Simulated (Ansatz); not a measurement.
**Chromium, bcc under PBE: how the Gaussian smearing moves the result**

How small must the Gaussian smearing width be for energy and pressure and moments to settle? The geometry was relaxed under PBE beforehand and stays fixed; 7 values are run, from 0.01 to 1.0 eV. Wanted are the values from which on the energy stays within 10 and 1 meV/atom, and the pressure within 0.5 GPa, of the narrowest run. Within the series other settings stay, but some runs also write fields, which adds to their time. The moments start as that relaxation left them.

Computed with Ansatz 0.2.0 (DFT PBE, plane waves with PAW, scalar-relativistic, unless a step says otherwise).

## 1. Starting point

The structure is cubic, space group Im-3m (No. 229). The conventional cell has a = 2.848 Å, b = 2.848 Å, c = 2.848 Å, α = 90.00°, β = 90.00°, γ = 90.00°. Around Cr (site symmetry m-3m) lie 8 Cr at 2.47 Å.

Structure file:

```xyz
1
Lattice="-1.4240 1.4240 1.4240 1.4240 -1.4240 1.4240 1.4240 1.4240 -1.4240" Properties=species:S:1:pos:R:3 pbc="T T T"
Cr    0.0000    0.0000    0.0000
```

The atoms start with moments of +1.5 μB.

## 2. Width 0.01 eV

The run at 0.01 eV.

The input, input.yaml:

```yaml
crystal:
  lattice:
    - [-1.4240148648, 1.4240148648, 1.4240148648]
    - [1.4240148648, -1.4240148648, 1.4240148648]
    - [1.4240148648, 1.4240148648, -1.4240148648]
  atoms:
    - { symbol: Cr, position: [0.0, 0.0, 0.0], spin: 1.5 }
hamiltonian:
  xc: pbe
  pseudopotentials:
    kind: paw
    azcp:
      Cr: "pseudopotentials/Cr.paw.azcp"
basis:
  ecutwfc: 420
  fft_grid_basis: typed
kpoints:
  mp_grid: { grid: [15, 15, 15], shift: [0, 0, 0] }
magnetization:
  spin_polarized: true
scf:
  occupations: { method: gaussian, width: 0.01 }
  lower_state_search: "off"
output:
  stress: true
  write_density: true
  write_potential: true
  elf: true
  volumetric_format: npy
```

Started as:

```
> ansatz run input.yaml --threads 1 --pin off --max-ram 3584MiB --backend cpu --events-out ev --progress --plain --runs-dir out
```

## 3. Width 0.03 eV

The run at 0.03 eV.

input.yaml, as its differences from that of step 2:

```diff
@@ -21,3 +21,3 @@
 scf:
-  occupations: { method: gaussian, width: 0.01 }
+  occupations: { method: gaussian, width: 0.03 }
   lower_state_search: "off"
@@ -25,5 +25 @@
   stress: true
-  write_density: true
-  write_potential: true
-  elf: true
-  volumetric_format: npy
```

## 4. Width 0.1 eV

The run at 0.1 eV.

input.yaml, as its differences from that of step 3:

```diff
@@ -21,3 +21,3 @@
 scf:
-  occupations: { method: gaussian, width: 0.03 }
+  occupations: { method: gaussian, width: 0.1 }
   lower_state_search: "off"
```

## 5. Width 0.2 eV

The run at 0.2 eV.

input.yaml, as its differences from that of step 4:

```diff
@@ -21,3 +21,3 @@
 scf:
-  occupations: { method: gaussian, width: 0.1 }
+  occupations: { method: gaussian, width: 0.2 }
   lower_state_search: "off"
@@ -25 +25,5 @@
   stress: true
+  write_density: true
+  write_potential: true
+  elf: true
+  volumetric_format: npy
```

## 6. Width 0.3 eV

The run at 0.3 eV.

input.yaml, as its differences from that of step 5:

```diff
@@ -21,3 +21,3 @@
 scf:
-  occupations: { method: gaussian, width: 0.2 }
+  occupations: { method: gaussian, width: 0.3 }
   lower_state_search: "off"
```

## 7. Width 0.6 eV

The run at 0.6 eV.

input.yaml, as its differences from that of step 6:

```diff
@@ -21,3 +21,3 @@
 scf:
-  occupations: { method: gaussian, width: 0.3 }
+  occupations: { method: gaussian, width: 0.6 }
   lower_state_search: "off"
@@ -25,5 +25 @@
   stress: true
-  write_density: true
-  write_potential: true
-  elf: true
-  volumetric_format: npy
```

## 8. Width 1.0 eV

The run at 1.0 eV.

input.yaml, as its differences from that of step 7:

```diff
@@ -21,3 +21,3 @@
 scf:
-  occupations: { method: gaussian, width: 0.6 }
+  occupations: { method: gaussian, width: 1.0 }
   lower_state_search: "off"
```

(Steps that only read results are left out.)

What does the calculation give?

**Answer**, as computed:

| quantity | value |
| --- | --- |
| E(σ → 0) stays within 10 meV/atom of 0.01 eV | up to 0.6 eV |
| E(σ → 0) stays within 1 meV/atom | up to 0.1 eV |
| pressure stays within 0.5 GPa | up to 0.3 eV |
| pressure at 0.01 eV | -0.16 GPa |
| energy of a separate run on a finer mesh (25×25×25) | -6.5 meV/atom from 0.01 eV |

At 1.0 eV the energy differs by +40.7 meV/atom and the pressure by +5.0 GPa. Over the range F shifts by -231.3 meV/atom, while E(σ → 0) shifts by +40.7. In theory F falls as the square of the width under this scheme, but here the ratio is not steady: the mesh at narrow widths, or a density of states that varies over the wide ones, can both cause that. The mesh (15×15×15) is fixed, so the narrowest widths carry a k-point error of their own. The yardstick itself is unsettled by 6.5 meV/atom against the finer mesh, so the thresholds above hold only within this series, and wider smearing, which averages over more states, can land nearer the fine-mesh value than the narrowest does. The cell taken over is 4 % smaller than the measured one (11.99 Å³/atom, COD).
